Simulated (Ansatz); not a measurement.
A geometry relaxed with PBE0-D3(BJ)/def2-TZVP (Ansatz, a program for electronic structure), charge 0, multiplicity 2:

```xyz
5

C     -0.4727    -0.0115     0.0368
C      0.7808    -0.3604     0.0628
H     -0.7836     0.9906    -0.2678
H      1.7449     0.0784    -0.1475
H     -1.2694    -0.6971     0.3158
```

### Question
Write the SMILES of this molecule.

### Answer
`[CH]=C`
